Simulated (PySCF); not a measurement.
Reaction (SMILES): O (H2O) + H+ → [OH3+]
B3LYP-D3(BJ)/def2-TZVP geometries, fixed; electronic energies without zero-point terms; positive where energy is released.
Largest species:
```xyz
4

O      0.0646     0.0016     0.0270
H      0.0018     0.8028    -0.5358
H      0.0191    -0.8364    -0.4814
H     -0.5378     0.0209     0.8012
```
Charge +1, spin multiplicity 1.

Effect of the auxiliary basis of density fitting at PBE0/aug-cc-pVTZ with PySCF, against the last row, where the proton affinity is 172.75 kcal/mol.

```
setting                                fitting functions, largest species  largest shift of a total energy (mEh)  shift of the proton affinity (kcal/mol)
-------------------------------------  ----------------------------------  -------------------------------------  ---------------------------------------
density fitting: autoaux                                              461                                 -0.002                                    0.000
density fitting: def2-universal-jkfit                                 131                                 -0.046                                    0.010
density fitting: cc-pvtz-jkfit                                        169                                 -0.009                                   -0.002
density fitting: cc-pvqz-jkfit                                        259                                 -0.008                                   -0.002
density fitting: none                                                   -                                  0.000                                    0.000
```

Within 0.02 kcal/mol in the proton affinity: density fitting: autoaux; density fitting: def2-universal-jkfit; density fitting: cc-pvtz-jkfit; density fitting: cc-pvqz-jkfit. The largest shift is 0.046 mEh in a total energy and 0.010 kcal/mol in the difference.
